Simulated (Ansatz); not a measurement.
**One shape, several levels: NH3 (ammonia)**

Aim: a comparison of 6 runs (BHLYP/3-21G, BHLYP/6-31G, PBE0/3-21G, UB3LYP/6-31G, revPBE/3-21G, UMP2/6-31G) of NH3 (ammonia). 

The results are computed with Ansatz 0.2.0.

48 further runs of the same task are left out: 48 set aside as unsound or not needed.

**1. The system as given**

NH3: 4 atoms, total charge 0, spin state singlet. SMILES: `N`. The H2–N1 distance was set to 1.266 Å, away from the relaxed value.

Bond lengths: N1–H3 1.013 Å, N1–H4 1.013 Å. Angles: H3–N1–H4 107.1°. A long bond or contact: N1–H2 1.266 Å.

**2. The energy at BHLYP/3-21G (run 1)**

Input file in.yaml:

```yaml
crystal:
  periodic: [false, false, false]
  atoms:
    - {symbol: "N", position_ang: [-0.209994, 0.387282, -0.048620]}
    - {symbol: H, position_ang: [0.490470, -0.301820, 0.749180]}
    - {symbol: H, position_ang: [-1.027564, -0.164128, -0.278460]}
    - {symbol: H, position_ang: [0.326836, 0.492092, -0.900750]}
basis:
  gaussian:
    orbitals: 3-21G.json
hamiltonian:
  xc: {name: BHLYP}
accuracy: high
```

The basis set 3-21G is read from a file made from the Basis Set Exchange's data (not shown).

On the command line:

```console
ansatz run in.yaml --threads 1 --pin off --max-ram 3480MiB --events-out events.jsonl --progress --plain --runs-dir runs
```

Log:

```text
Warning: RAYON_NUM_THREADS=1 ignored (pool sized by the plan → 1); use --threads N
Functional definition: BHLYP
  name "BHLYP"
  parameter a = 0.5
  exchange = (1 - a)*b88_x + a*exact_x
  correlation = lyp_c
290 factors; integrals over basis functions are off by at most 2.8e-9 eV
mean field evaluation 1: about -1525.9735 eV, gradient 3.3e1 eV
mean field evaluation 2: about -1526.2441 eV, gradient 3.1e1 eV
mean field evaluation 4: about -1528.2010 eV, gradient 4.6e-1 eV
mean field evaluation 8: about -1528.1963 eV, gradient 4.6e-3 eV
mean field evaluation 16: about -1528.1963 eV, gradient 4.0e-8 eV
mean field -1528.19628099 eV, -56.1601774779 hartree, gradient 4.1e-8 eV, S^2 0.000000; 0 other end points of the search recorded, 0 dependent functions left out
reference -1528.19629525 eV, -56.1601780018 hartree; 5, 5 occupied and 10, 10 virtual orbitals, 290 factors
Total energy: -1528.19629525 eV, -56.1601780018 hartree
```

Wall time 0.32 s (1 thread of Intel Xeon 6975P-C (Granite Rapids), shared host).

**3. A single-point energy at BHLYP/6-31G (run 2)**

Input file molecule.yaml:

```yaml
crystal:
  periodic: [false, false, false]
  atoms:
    - {symbol: "N", position_ang: [-0.209994, 0.387282, -0.048620]}
    - {symbol: H, position_ang: [0.490470, -0.301820, 0.749180]}
    - {symbol: H, position_ang: [-1.027564, -0.164128, -0.278460]}
    - {symbol: H, position_ang: [0.326836, 0.492092, -0.900750]}
basis:
  gaussian: {orbitals: 6-31G}
magnetization: {spin_polarized: false}
hamiltonian: {xc: {name: BHLYP}}
accuracy: high
```

On the command line:

```console
ansatz run molecule.yaml --threads 1 --pin off --max-ram 3480MiB --events-out events.jsonl --progress --plain --runs-dir runs
```

Log:

```text
Warning: RAYON_NUM_THREADS=1 ignored (pool sized by the plan → 1); use --threads N
[... 5 set-up lines as earlier in the session ...]
350 factors; integrals over basis functions are off by at most 1.2e-8 eV
mean field evaluation 1: about -1533.1864 eV, gradient 3.8e1 eV
mean field evaluation 2: about -1532.9588 eV, gradient 3.9e1 eV
mean field evaluation 4: about -1536.2236 eV, gradient 1.2e-1 eV
mean field evaluation 8: about -1536.2192 eV, gradient 8.6e-4 eV
mean field -1536.21924891 eV, -56.4550161107 hartree, gradient 9.0e-8 eV, S^2 0.000000; 0 other end points of the search recorded, 0 dependent functions left out
reference -1536.21926327 eV, -56.4550166383 hartree; 5, 5 occupied and 10, 10 virtual orbitals, 350 factors
Total energy: -1536.21926327 eV, -56.4550166383 hartree
```

Run time: 0.26 s. Hardware: 1 thread of Intel Xeon 6975P-C (Granite Rapids), shared host.

Runs 3 to 4 aren't shown in full; the table further down has their settings and results.

**4. A single-point energy at revPBE/3-21G (run 5)**

Input file in.yaml:

```yaml
crystal:
  periodic: [false, false, false]
  atoms:
    - symbol: "N"
      position_ang: [-0.209994, 0.387282, -0.048620]
    - symbol: H
      position_ang: [0.490470, -0.301820, 0.749180]
    - symbol: H
      position_ang: [-1.027564, -0.164128, -0.278460]
    - symbol: H
      position_ang: [0.326836, 0.492092, -0.900750]
basis:
  gaussian: {orbitals: 3-21G.json}
hamiltonian: {xc: {name: revPBE}}
accuracy: high
```

The basis set 3-21G is read from a file made from the Basis Set Exchange's data (not shown).

On the command line:

```console
ansatz run in.yaml --threads 1 --pin off --max-ram 3480MiB --events-out events.jsonl --progress --plain --runs-dir runs
```

Log:

```text
Warning: RAYON_NUM_THREADS=1 ignored (pool sized by the plan → 1); use --threads N
Functional definition: revPBE
  name "revPBE"
  parameter kappa = 1.245
  parameter beta = 0.06672455060314922
  exchange = pbe_x(kappa = kappa, mu = beta*pi^2/3)
  correlation = pbe_c(beta = beta)
290 factors; integrals over basis functions are off by at most 2.8e-9 eV
mean field evaluation 1: about -1524.8036 eV, gradient 4.6e1 eV
mean field evaluation 2: about -1516.3780 eV, gradient 7.0e1 eV
mean field evaluation 4: about -1528.8489 eV, gradient 9.7e-1 eV
mean field evaluation 8: about -1528.8419 eV, gradient 7.3e-4 eV
mean field evaluation 16: about -1528.8419 eV, gradient 9.9e-9 eV
mean field -1528.84189155 eV, -56.1839032283 hartree, gradient 9.9e-9 eV, S^2 0.000000; 0 other end points of the search recorded, 0 dependent functions left out
reference -1528.84189329 eV, -56.1839032922 hartree; 5, 5 occupied and 10, 10 virtual orbitals, 290 factors
Total energy: -1528.84189329 eV, -56.1839032922 hartree
```

Run time: 0.46 s. Hardware: 1 thread of Intel Xeon 6975P-C (Granite Rapids), shared host.

**5. A single-point energy at UMP2/6-31G (run 6)**

Input file input.yaml:

```yaml
crystal:
  periodic: [false, false, false]
  atoms:
    - symbol: N
      position_ang: [-0.209994, 0.387282, -0.048620]
    - symbol: H
      position_ang: [0.490470, -0.301820, 0.749180]
    - symbol: H
      position_ang: [-1.027564, -0.164128, -0.278460]
    - symbol: H
      position_ang: [0.326836, 0.492092, -0.900750]
basis:
  gaussian: {orbitals: 6-31G}
magnetization: {spin_polarized: true}
correlation: {method: mp2, frozen_orbitals: {H: 0, "N": 1}}
accuracy: high
```

On the command line:

```console
ansatz run input.yaml --threads 1 --pin off --max-ram 3480MiB --events-out events.jsonl --progress --plain --runs-dir runs
```

Log:

```text
Warning: RAYON_NUM_THREADS=1 ignored (pool sized by the plan → 1); use --threads N
Functional definition: HF
  name "HF"
  exchange = exact_x
  correlation = 0
350 factors; integrals over basis functions are off by at most 1.2e-8 eV
mean field evaluation 1: about -1525.8300 eV, gradient 1.7e1 eV
mean field evaluation 2: about -1525.8274 eV, gradient 1.7e1 eV
mean field evaluation 4: about -1527.2172 eV, gradient 9.5e-1 eV
mean field evaluation 8: about -1527.2264 eV, gradient 5.4e-5 eV
mean field -1527.22637289 eV, -56.1245340126 hartree, gradient 2.5e-8 eV, S^2 0.000000; 0 other end points of the search recorded, 0 dependent functions left out
1 core orbitals not correlated: weight in the atoms' cores, before any rotation towards them, 1.000 or more for the frozen orbitals, at most 0.000 for the correlated occupied ones
reference -1527.22637289 eV, -56.1245340126 hartree; 4, 4 occupied and 10, 10 virtual orbitals, 350 factors
second order -3.35220559 eV of doubles, -0.00000000 eV of singles
Total energy: -1530.57857848 eV, -56.2477252958 hartree
```

It took 0.08 s on 1 thread of Intel Xeon 6975P-C (Granite Rapids), shared host.

**6. All runs side by side**

| run | level | frozen core orbitals | energy (Eh) | wall time |
| --- | --- | --- | --- | --- |
| 1 | BHLYP/3-21G | – | -56.160178 | 0.32 s |
| 2 | BHLYP/6-31G | – | -56.455017 | 0.26 s |
| 3 | PBE0/3-21G | – | -56.131623 | 0.3 s |
| 4 | UB3LYP/6-31G | – | -56.500008 | 0.46 s |
| 5 | revPBE/3-21G | – | -56.183903 | 0.46 s |
| 6 | UMP2/6-31G | 1 | -56.247725 | 0.08 s |

**7. What came out**

| quantity | value |
| --- | --- |
| run 6: total energy | -56.24773 Eh |
| run 6: correlation energy (1 core orbital frozen) | -123.2 mEh |

What this shows: Totals of different functionals can't be ranked against each other. All runs together took 1.9 s, the longest 0.46 s.
